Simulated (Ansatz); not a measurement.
**Question.** Name a neutral molecule of C, O and H with size of the dipole moment (PBE/def2-TZVPP) between 0.95 and 1.25 D and LUMO energy (PBE0/def2-TZVPP) between 1.45 and 1.75 eV (Ansatz, PBE0-D4/def2-TZVP geometry).

**Answer.** `COC1CO1` (1.20 D, 1.65 eV). Other molecules can fit too; these were computed, each in one conformer that needn't be the lowest.
